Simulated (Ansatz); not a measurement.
# BH (triplet): from Hartree-Fock to the top rungs at distance B1–H2 = 1.633 Å, cc-pVQZ

The task here is to estimate one member of a computed series from the others.

Method: cc-pVQZ, core rule «outside noble gas», up to 1 orbitals frozen; program: Ansatz 0.2.0, Gaussian basis.

Plan: UHF; CCSD(T) on ROHF; CCSD(T) on UHF; BCCD(T) on ROHF; CCSDT(Q) on ROHF; CCSDT(Q) on UHF; CASSCF and NEVPT2, 4 electrons in 5 orbitals; Full CI.

17 further runs of the same task are left out: 10 that didn't finish, 7 set aside as unsound or not needed.

### The geometry

The geometry derives from a PBE0/def2-TZVP stationary point (not a proven minimum). One bond is set to the value named and the two fragments are kept rigid.

2 atoms, charge 0, spin multiplicity 3.

Atoms are counted from 1 here; the program's logs count them from 0.

No contacts short enough for the rule that draws bonds.

The first run:

in.yaml reads:

```yaml
crystal:
  periodic: [false, false, false]
  atoms:
    - {symbol: B, position_ang: [0.000000, 0.000000, 0.000000]}
    - {symbol: H, position_ang: [0.000000, 0.000000, 1.633000]}
basis:
  gaussian: {orbitals: cc-pVQZ}
magnetization: {spin_polarized: true, initial_magnetization: 2}
hamiltonian: {xc: hf}
output: {orbitals: {seedname: orbitals}}
```

Run with:

```console
ansatz run in.yaml --threads 1 --pin off --events-out ev --progress --plain --max-ram 2393MiB
```

Steps of the session up to this table: UHF; CCSD(T) on ROHF; CCSD(T) on UHF; BCCD(T) on ROHF; CCSDT(Q) on ROHF; CCSDT(Q) on UHF; CASSCF and NEVPT2, 4 electrons in 5 orbitals; Full CI.

One of the session's tables, all rows but one given; the rest of the session is left out.

| method | from FCI (meV) |
| --- | --- |
| ROHF | ? |
| UHF | +2107.7 |
| RMP2 | +620.3 |
| UMP2 | +608.3 |
| RCCSD | +95.8 |
| UCCSD | +82.9 |
| RCCSD(T) | +23.2 |
| UCCSD(T) | +19.8 |
| BCCD(T) | +21.1 |
| RCCSDT | +1.5 |
| UCCSDT | +0.5 |
| RCCSDT(Q) | +0.3 |
| UCCSDT(Q) | -0.5 |
| CASSCF valence | +1268.2 |
| NEVPT2 valence | +318.5 |
| FCI | 0 |

Estimate the missing values for ROHF.

The run gave: from FCI (meV): +2236.1. In the column «from FCI (meV)» it is the highest.

Caveats from the session: Levels on UHF freeze UHF's core orbitals, full CI those of ROHF, so the U rows can settle a little off it for that reason alone. Restricted and unrestricted rows rest on different reference determinants; where their highest levels disagree by more than a few hundredths of an eV, they describe different states and don't form one ladder.
